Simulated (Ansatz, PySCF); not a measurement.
Species: C2H4S, net charge 0, singlet state. SMILES: C1SC1
Geometry: optimised at B3LYP-D3(BJ)/def2-TZVP (Ansatz, an electronic-structure program).


Wanted: enthalpy of formation at 298 K (from the atomisation energy, B3LYP-D3(BJ)/def2-TZVP harmonic zero-point and thermal terms from PySCF, and the atoms' enthalpies of formation in the G2/97 table; no spin-orbit terms, and no core term in the frozen-core levels), in eV. Correlated levels leave the core frozen unless marked. UHF or UKS for open shells. No spin-orbit coupling. No relativistic terms. The coupled-cluster limit lacks core correlation, which all-electron functionals hold. CBS marks a two-point X^-3 extrapolation of the correlation energy; Hartree-Fock from the larger set. [CCSD(T)-MP2]/basis is that difference in the basis named.

| level | program | enthalpy of formation at 298 K (eV) | minus last row |
|---|---|---|---|
| HF/aug-cc-pV(D+d)Z | Ansatz | 8.61 | 7.80 |
| BLYP/def2-TZVPD | Ansatz | 1.22 | 0.41 |
| M06-L-D4/def2-TZVPD | PySCF + dftd4 | 0.63 | -0.18 |
| M06-L/def2-TZVPD | PySCF | 0.63 | -0.18 |
| MP2/STO-3G | Ansatz | 0.74 | -0.07 |
| RI-MP2/cc-pV(T+d)Z | Ansatz | 1.09 | 0.28 |
| RI-MP2/CBS(cc-pV(T+d)Z,cc-pV(Q+d)Z)+[CCSD(T)-MP2]/cc-pV(T+d)Z | Ansatz | 0.81 | 0.00 |
